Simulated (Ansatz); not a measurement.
Solid bromine, treated with PBE in Ansatz (PAW).

Settings: plane-wave cutoff 520 eV, 6×6×4 k mesh (along the axes of the cell as run), scalar-relativistic PAW data made under PBE.

Cell (measured lattice):

```cif
data_Br8
_chemical_formula_sum 'Br8'
_space_group_name_H-M_alt 'Cmce'
_space_group_IT_number 64
_space_group_name_Hall '-C 2ac 2'
_cell_length_a 6.74300
_cell_length_b 4.66850
_cell_length_c 8.70020
_cell_angle_alpha 90.000
_cell_angle_beta 90.000
_cell_angle_gamma 90.000
loop_
_atom_site_label
_atom_site_type_symbol
_atom_site_symmetry_multiplicity
_atom_site_Wyckoff_symbol
_atom_site_fract_x
_atom_site_fract_y
_atom_site_fract_z
_atom_site_occupancy
Br1 Br 8 f 0.00000 0.13032 0.11644 1
```
(The calculation used a cell of 4 atoms; values per cell refer to that cell.)

### Question
Give the computed elastic constant C12, Voigt–Reuss–Hill bulk modulus, Poisson ratio, elastic constant C44, elastic constant C11, elastic constant C13, elastic constant C33 and elastic constant C66.

### Answer

elastic constant C12: 5.68 GPa
Voigt–Reuss–Hill bulk modulus: 6.14 GPa
Poisson ratio: 0.205
elastic constant C44: 8.81 GPa
elastic constant C11: 12.9 GPa
elastic constant C13: 3.93 GPa
elastic constant C33: 17.4 GPa
elastic constant C66: 5.02 GPa

Note: the cell isn't this level's own, so it is under some stress, which shifts stiffness and frequencies.

Elastic constants are with the ions relaxed.

The computed numbers hold no vibrational or temperature effects.

Ansatz is a program for electronic structure.
